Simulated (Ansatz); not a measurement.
# CH₃AlS: vertical ionisation energy

An exercise on one series of results from a longer session: the logs are not shown, and one member is left open.

Program: Ansatz 0.2.0, Gaussian basis. Level of theory: unrestricted cation, the program's frozen cores in correlated methods. These are calculated values, not measurements.

Plan: UKS PBE-D4/def2-TZVPP; UKS r2SCAN-D4/def2-TZVPP; UKS PBE0-D4/def2-TZVPP; UKS B3LYP-D4/def2-TZVPP; UKS wB97X-V/def2-TZVPP; UKS wB97M-V/def2-TZVPP; UKS B2PLYP/def2-TZVPP; UHF-CCSD(T)/def2-TZVPP; UHF-MP2/def2-QZVPP; extrapolation to the limit; then −ε(HOMO) from the neutral's earlier runs with LDA (SPW92), PBE-D4, revPBE-D4, BLYP-D4, r2SCAN-D4, B97M-V, PBE0-D4, B3LYP-D4, r2SCANh-D4, r2SCAN0-D4, HSE06-D4, BHLYP-D4, CAM-B3LYP-D4, LC-ωPBE, ωB97X-V, ωB97M-V.

1 further run of the same task is left out (it didn't finish).

### The geometry

All runs share one geometry, relaxed beforehand with PBE0-D4 in a triple-zeta def2 set.

SMILES `[CH2]1[AlH][S]1`, 6 atoms, charge 0, spin multiplicity 1.

Atoms are counted from 1 here; the program's logs count them from 0.

Bond lengths: C1–Al2 1.913 Å, C1–S3 1.909 Å, C1–H4 1.087 Å, C1–H5 1.087 Å, Al2–S3 2.115 Å, Al2–H6 1.567 Å. Angles: Al2–C1–S3 67.2°, Al2–C1–H4 122.7°, Al2–C1–H5 122.7°, S3–C1–H4 111.1°, S3–C1–H5 111.1°, H4–C1–H5 111.3°, C1–Al2–S3 56.3°, C1–Al2–H6 155.5°, S3–Al2–H6 148.2°, C1–S3–Al2 56.5°.

Set-up of the first run:

in.yaml

```yaml
crystal:
  periodic: [false, false, false]
  atoms:
    - {symbol: C, position_ang: [-0.232493, -0.185651, -0.764286]}
    - {symbol: Al, position_ang: [0.239766, 0.501582, 0.957014]}
    - {symbol: S, position_ang: [0.528854, -1.511881, 0.378437]}
    - {symbol: H, position_ang: [-1.254360, -0.440929, -1.033998]}
    - {symbol: H, position_ang: [0.382441, -0.029699, -1.647268]}
    - {symbol: H, position_ang: [0.377894, 1.602579, 2.064003]}
basis:
  gaussian: {orbitals: def2-TZVPP}
total_charge: 1
magnetization: {spin_polarized: true, initial_magnetization: 1}
hamiltonian: {xc: pbe, dispersion: d4}
```

The run is started by

```bash
$ ansatz run in.yaml --threads 2 --pin off --events-out ev --progress --plain --max-ram 4352MiB
```

Among the steps run: Cation, UKS PBE-D4/def2-TZVPP; Cation, UKS r2SCAN-D4/def2-TZVPP; Cation, UKS PBE0-D4/def2-TZVPP; Cation, UKS B3LYP-D4/def2-TZVPP; Cation, UKS wB97X-V/def2-TZVPP; Cation, UKS wB97M-V/def2-TZVPP; Cation, UKS B2PLYP (frozen core)/def2-TZVPP; Cation, UHF-CCSD(T)/def2-TZVPP; Cation, UHF-MP2/def2-QZVPP.

One table of the session follows, with a row left open; its other results are not shown here.

For comparison, −ε(HOMO) of the neutral from earlier runs:

```
  functional  −ε(HOMO) (eV)
 LDA (SPW92)           5.91
      PBE-D4           5.79
   revPBE-D4           5.74
     BLYP-D4           5.61
   r2SCAN-D4           6.00
      B97M-V           6.05
     PBE0-D4           6.90
    B3LYP-D4           6.66
  r2SCANh-D4           6.42
  r2SCAN0-D4           7.04
    HSE06-D4           6.51
    BHLYP-D4              ?
CAM-B3LYP-D4           8.17
     LC-ωPBE           9.52
     ωB97X-V           9.17
     ωB97M-V           9.00
```

Estimate the missing values for BHLYP-D4.

Worked estimate for «−ε(HOMO) (eV)». Against the share of exact exchange, BLYP-D4 (0, 5.61), B3LYP-D4 (0.2, 6.66) give a slope of 5.25 per unit share; at 0.5 the line stands at 8.23.

The run gave: −ε(HOMO) (eV): 7.87. In «−ε(HOMO) (eV)» the line misses by +0.36.
